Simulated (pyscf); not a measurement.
9 silicon, germanium or tin steps of one kind (hydrogen abstraction, radical): barrier in kJ/mol, from the separated reactants or the lowest minimum found. Single points on ωB97X-D3(BJ)/def2-SVP structures (PySCF, gas phase). Functionals in def2-TZVP; the last column is ωB97M-D3(BJ)/def2-TZVP. Rows were drawn at random from the steps of this kind and element class whose saddle was verified and whose references are stable.

| step | PBE | PBE0-D3(BJ) | r²SCAN | ωB97M-D3(BJ) |
|---|---|---|---|---|
| `[Cl][SiH]([Cl])[Cl]` + `[H]` [doublet] → `[Cl][Si]([Cl])[Cl]` [doublet] + `[H][H]` | -1.3 | 7.3 | -4.2 | 20.6 |
| `[OH][SiH2][F]` + `[H]` [doublet] → `[OH][SiH][F]` [doublet] + `[H][H]` | 3.9 | 14.3 | 3.2 | 28.5 |
| `[OH][SiH]` [singlet] + `[H]` [doublet] -> `[O]=[SiH]` [doublet] + `[H][H]` | -12.4 | 18.4 | -9.5 | 40.0 |
| `[CH3][SiH2][CH3]` + `[CH3]` [doublet] → `[CH3][SiH][CH3]` [doublet] + `[CH4]` | … | 21.1 | 27.4 | 37.7 |
| `[SiH3][GeH3]` + `[H]` [doublet] → `[SiH2][GeH3]` [doublet] + `[H][H]` | -0.3 | 5.9 | -5.6 | 17.8 |
| `[NH2][SiH2][NH2]` + `[H]` [doublet] → `[NH2][SiH][NH2]` [doublet] + `[H][H]` | -4.7 | 4.2 | -7.5 | 17.5 |
| `[SiH4]` + `[H]` [doublet] → `[SiH3]` [doublet] + `[H][H]` | … | 8.3 | -3.2 | 20.8 |
| `[CH2]=[CH][SiH3]` + `[H]` [doublet] → `[CH2]=[CH][SiH2]` [doublet] + `[H][H]` | -1.4 | 6.0 | -6.0 | 18.7 |
| `[O][SiH2][OH]` [doublet] + `[H][H]` → `[OH][SiH2][OH]` + `[H]` [doublet] | -5.6 | 6.7 | 3.9 | 18.6 |

Q: Complete the blanks.

A: 
- `[CH3][SiH2][CH3]` + `[CH3]` [doublet] → `[CH3][SiH][CH3]` [doublet] + `[CH4]`, PBE: 10.6
- `[SiH4]` + `[H]` [doublet] → `[SiH3]` [doublet] + `[H][H]`, PBE: 1.2

Differences from the last column (kJ/mol): PBE: mean -25.6, median -22.2, mean size 25.6, lower in 9 of 9; PBE0-D3(BJ): mean -14.2, median -13.3, mean size 14.2, lower in 9 of 9; r²SCAN: mean -24.6, median -24.7, mean size 24.6, lower in 9 of 9. PBE is closest for row 5 (18.2 kJ/mol apart) and farthest for row 3 (52.4 kJ/mol). PBE, r²SCAN and M06-2X carry no added dispersion term. The last column is a level with limits of its own. Each barrier is that of the saddle found. Elements up to Kr have no core potential and no relativistic terms here.
